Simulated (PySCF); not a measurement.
# Towards the basis-set limit for MgH

An exercise on one series of results from a longer session: the logs are not shown, and one member is left open.

Method: CCSD(T) on ROHF, no relativity in the base curves; scalar relativity is added as a correction; program: PySCF 2.14.0.

2 further runs of the same task are left out: 2 set aside as unsound or not needed.

The first run:

- molecule: MgH
- state: doublet, unpaired electrons σ ↑
- smaller basis: Mg cc-pCVDZ, H aug-cc-pVDZ
- larger basis: Mg cc-pCVTZ, H aug-cc-pVTZ
- frozen core orbitals: 1
- extrapolation: correlation as n⁻³ (n = 2, 3), Hartree–Fock as (n+1)·exp(−9√n)
- corrections: scalar relativity
- distances (Å): 1.5423, 1.6124, 1.6825, 1.7526, 1.8228, 1.9104, 1.9980
- masses (u): 23.9850, 1.0078
- dissociation limit: Mg + H

Run with:

```console
$ OMP_NUM_THREADS=4 python comp.py task.json out
```

One table of the session follows, with a row left open; its other results are not shown here.

Parts of the energy along the bond, in eV from Mg + H:

```
 R (Å)  HF/CBS  CCSD corr.     (T)  relativity
1.5423  -0.964      -0.260  0.0084      0.0068
1.6124  -1.088      -0.253  0.0081      0.0075
1.6825       ?           ?       ?           ?
1.7526  -1.152      -0.251  0.0065      0.0083
1.8228  -1.117      -0.255  0.0053      0.0084
1.9104  -1.032      -0.265  0.0033      0.0085
1.9980  -0.911      -0.281  0.0007      0.0084
```

**Question.** Estimate the row for R (Å) = 1.6825.

Worked estimate for «HF/CBS». A straight line through the neighbours (1.6124, -1.088) and (1.7526, -1.152) gives -1.088 + (-1.152 + 1.088) × (1.6825 − 1.6124) / (1.7526 − 1.6124) = -1.120; a parabola fitted to 4 rows on both sides gives -1.146.

**Answer.** HF/CBS: -1.146; CCSD corr.: -0.250; (T): 0.0075; relativity: 0.0079. In «HF/CBS» the line misses by +0.026 and the parabola by 0.000.

To keep in mind: An extrapolation from double and triple zeta is rough, so this isn't yet the limit.
